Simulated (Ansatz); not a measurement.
**UCCSD(T)/6-311+G(d,p) run of Si2H5O (SMILES [SiH2]O[SiH3])**

What is the vertical electron affinity of Si2H5O at UCCSD(T)/6-311+G**? 

The results are computed with Ansatz 0.2.0.

37 further runs of the same task are left out: 37 set aside as unsound or not needed.

## (1) The system as given

The species is Si2H5O (8 atoms), meant as a doublet with charge 0. As SMILES, `[SiH2]O[SiH3]`. Geometry: relaxed at PBE0-D4/def2-TZVP. This is one conformer, not always the lowest.

Bond lengths: Si1–O2 1.637 Å, O2–Si3 1.638 Å, Si1–H4 1.490 Å, Si1–H5 1.494 Å, Si3–H6 1.482 Å, Si3–H7 1.485 Å, Si3–H8 1.486 Å. Angles: Si1–O2–Si3 146.3°, O2–Si1–H4 107.9°, O2–Si1–H5 109.9°, O2–Si3–H6 108.1°, O2–Si3–H7 109.9°, O2–Si3–H8 110.1°, H4–Si1–H5 110.4°, H6–Si3–H7 109.7°, H6–Si3–H8 109.8°, H7–Si3–H8 109.2°.

## (2) A single-point energy at UCCSD(T)/6-311+G(d,p)

The input, molecule.yaml:

```yaml
crystal:
  periodic: [false, false, false]
  atoms:
    - symbol: Si
      position_ang: [-1.281200, 0.933000, -0.865900]
    - symbol: O
      position_ang: [-0.352300, -0.279200, -0.276900]
    - symbol: Si
      position_ang: [0.765000, -0.723000, 0.835900]
    - symbol: H
      position_ang: [-1.902800, 0.458100, -2.133600]
    - symbol: H
      position_ang: [-0.440600, 2.142000, -1.118700]
    - symbol: H
      position_ang: [1.291900, -2.054600, 0.453100]
    - symbol: H
      position_ang: [0.138100, -0.799300, 2.180400]
    - symbol: H
      position_ang: [1.874100, 0.266000, 0.869800]
basis:
  gaussian:
    orbitals: 6-311+G_st__st_-spherical.json
magnetization:
  spin_polarized: true
  initial_magnetization: 1
correlation:
  method: ccsd_t
  frozen_orbitals: {H: 0, O: 1, Si: 5}
accuracy: high
scf:
  omitted_lower_state_checks: [cluster_reference, increment]
```

The basis set 6-311+G** is read from a file made from the Basis Set Exchange's data (not shown).

Command:

```sh
$ ansatz run molecule.yaml --threads 1 --pin off --max-ram 3480MiB --events-out events.jsonl --progress --plain --runs-dir runs
```

What it wrote, shortened:

```text
Warning: RAYON_NUM_THREADS=1 ignored (pool sized by the plan → 1); use --threads N
Functional definition: HF
  name "HF"
[...]
2081 factors; integrals over basis functions are off by at most 4.2e-9 eV
[...]
mean field -17842.77951881 eV, -655.7100530460 hartree, gradient 1.8e-8 eV, S^2 0.752929; 0 other end points of the search recorded, 0 dependent functions left out
11 core orbitals not correlated: weight in the atoms' cores, before any rotation towards them, 1.000 or more for the frozen orbitals, at most 0.000 for the correlated occupied ones
reference -17842.77951881 eV, -655.7100530460 hartree; 10, 9 occupied and 91, 92 virtual orbitals, 2081 factors
second order -10.52771853 eV of doubles, -0.00000000 eV of singles
cycle   1  -11.11419543 eV  change   -5.9e-1 eV  update   8.8e-2
[...]
cycle  22  -11.59413187 eV  change   -1.0e-9 eV  update   2.0e-9
perturbative correction -0.30629388 eV, -0.0112560926 hartree
Total energy: -17854.67994457 eV, -656.1473856261 hartree
Checks for a lower state left out: cluster_reference, increment
```

It took 1.8 min on 1 thread of Arm Neoverse V1, shared host; peak memory 1.8 GiB.

## (3) The singlet anion, same level

The input, in.yaml:

```yaml
crystal:
  periodic: [false, false, false]
  atoms:
    - symbol: Si
      position_ang: [-1.281200, 0.933000, -0.865900]
    - symbol: O
      position_ang: [-0.352300, -0.279200, -0.276900]
    - symbol: Si
      position_ang: [0.765000, -0.723000, 0.835900]
    - symbol: H
      position_ang: [-1.902800, 0.458100, -2.133600]
    - symbol: H
      position_ang: [-0.440600, 2.142000, -1.118700]
    - symbol: H
      position_ang: [1.291900, -2.054600, 0.453100]
    - symbol: H
      position_ang: [0.138100, -0.799300, 2.180400]
    - symbol: H
      position_ang: [1.874100, 0.266000, 0.869800]
basis:
  gaussian: {orbitals: 6-311+G_st__st_-spherical.json}
total_charge: -1
correlation: {method: ccsd_t, frozen_orbitals: {H: 0, O: 1, Si: 5}}
accuracy: high
scf: {omitted_lower_state_checks: [cluster_reference, increment]}
```

The basis set 6-311+G** is read from a file made from the Basis Set Exchange's data (not shown).

Command:

```sh
$ ansatz run in.yaml --threads 1 --pin off --max-ram 3480MiB --events-out events.jsonl --progress --plain --runs-dir runs
```

What it wrote, shortened:

```text
Warning: RAYON_NUM_THREADS=1 ignored (pool sized by the plan → 1); use --threads N
Functional definition: HF
  name "HF"
[...]
2082 factors; integrals over basis functions are off by at most 4.2e-9 eV
[...]
mean field -17842.34249011 eV, -655.6939925375 hartree, gradient 2.5e-8 eV, S^2 0.000000; 0 other end points of the search recorded, 0 dependent functions left out
11 core orbitals not correlated: weight in the atoms' cores, before any rotation towards them, 1.000 or more for the frozen orbitals, at most 0.000 for the correlated occupied ones
reference -17842.34249011 eV, -655.6939925375 hartree; 10, 10 occupied and 91, 91 virtual orbitals, 2082 factors
second order -11.25162929 eV of doubles, -0.00000000 eV of singles
cycle   1  -11.87213966 eV  change   -6.2e-1 eV  update   9.6e-2
[...]
cycle  27  -12.37932012 eV  change  -1.5e-11 eV  update   1.4e-9
perturbative correction -0.35358621 eV, -0.0129940534 hartree
Total energy: -17855.07539644 eV, -656.1619182142 hartree
Checks for a lower state left out: cluster_reference, increment
```

Run time: 36 s. Hardware: 1 thread of Arm Neoverse V1, shared host; peak memory 0.84 GiB.

## (4) What came out

At UCCSD(T)/6-311+G**, 11 core orbitals frozen:

| quantity | value |
| --- | --- |
| doublet Si2H5O: total energy | -656.14739 Eh |
| doublet Si2H5O: correlation energy (11 core orbitals frozen) | -437.3 mEh |
| doublet Si2H5O: (T) correction | -11.26 mEh |
| doublet Si2H5O: ⟨S²⟩ of the reference determinant | 0.753 |
| doublet Si2H5O: T1 diagnostic | 0.013 |
| singlet anion: total energy | -656.16192 Eh |
| singlet anion: correlation energy (11 core orbitals frozen) | -467.9 mEh |
| singlet anion: (T) correction | -12.99 mEh |
| singlet anion: T1 diagnostic | 0.014 |
| vertical electron affinity (to the singlet anion) | 0.395 eV |

In words: At fixed nuclei the extra electron is bound by 0.40 eV (9.1 kcal/mol). The triples (doublet Si2H5O) make up 2.6 % of the correlation energy. The triples (singlet anion) make up 2.8 % of the correlation energy.
